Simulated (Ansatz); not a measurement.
A made-up structure of CH$_{6}$NSi (charge -1), singlet:

C1  (-0.659, 0.745, -0.868)
Si2  (0.846, 0.553, 0.354)
N3  (0.182, -0.807, 1.371)
H4  (1.670, 1.558, 0.925)
H5  (-0.365, 1.356, -1.732)
H6  (-1.496, 1.250, -0.373)
H7  (1.726, -0.234, -0.670)
H8  (0.110, -1.716, 0.925)
H9  (0.683, -0.929, 2.241)
(Å)

It is relaxed with PBE-D4/def2-SVPD and then PBE0-D4/def2-TZVPD (Ansatz 0.2.0). Atoms count as bonded within 1.22 times the sum of their covalent radii (H–H: 0.88 Å). The end point is not checked to be a true minimum.

(1) Does its bonding change? (Judge from chemistry; the calculation decides.)

Results:

(1) By the calculation: No: no bond forms or breaks.

Where it ends: The first stage lowers the energy by 1.14 eV in 12 steps. It ends as CH₆NSi ([CH2][SiH2][NH2]), total charge -1:
| atom | x (Å) | y (Å) | z (Å) |
| --- | --- | --- | --- |
| C1 | -0.5991 | 0.9284 | -0.8153 |
| Si2 | 0.7372 | 0.4476 | 0.2225 |
| N3 | 0.2945 | -0.7713 | 1.4334 |
| H4 | 1.4566 | 1.3902 | 1.1975 |
| H5 | -0.4338 | 1.0192 | -1.8872 |
| H6 | -1.4916 | 1.4344 | -0.4500 |
| H7 | 1.8879 | -0.0293 | -0.6520 |
| H8 | -0.1743 | -1.5803 | 1.0465 |
| H9 | 1.0202 | -1.0614 | 2.0782 |

Labels in which every atom is bracketed show which atoms are joined, not bond orders.

For scale, one of the runs: PBE0-D4/def2-TZVPD relaxation, 171 basis functions, launched by `ansatz run in.yaml --threads 2 --pin off --events-out ev --progress --plain --max-ram 4352MiB`. The run took about 34 s on 2 CPU threads of an Intel Xeon Platinum 8488C (shared host).
